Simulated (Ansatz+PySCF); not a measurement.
Results of a calculation; reference values are marked as such.
Input for Ansatz (development build ahead of 0.2.0):

```yaml
crystal:
  periodic: [false, false, false]
  atoms:
    - { symbol: O, position_ang: [0.0, 0.0, -0.45401] }
    - { symbol: O, position_ang: [0.0, 1.1456, 0.227] }
    - { symbol: O, position_ang: [0.0, -1.1456, 0.227] }
basis:
  gaussian: { orbitals: def2-SVP }
hamiltonian:
  xc: hf
scf:
  omitted_lower_state_checks: [starts, atomic_configurations, cluster_reference, orbital_swaps, given_window_search, neighbouring_geometries, increment]
```

The input is written out in the form of the current development build from the run's settings.

Output:

```json
{
 "Converged": "yes",
 "Total energy": "-224.02697 hartree",
 "Spin squared of the determinant": "0.000",
 "Stability test": "minimum among restricted orbitals"
}
```

Caution: an unrestricted determinant lies well below.
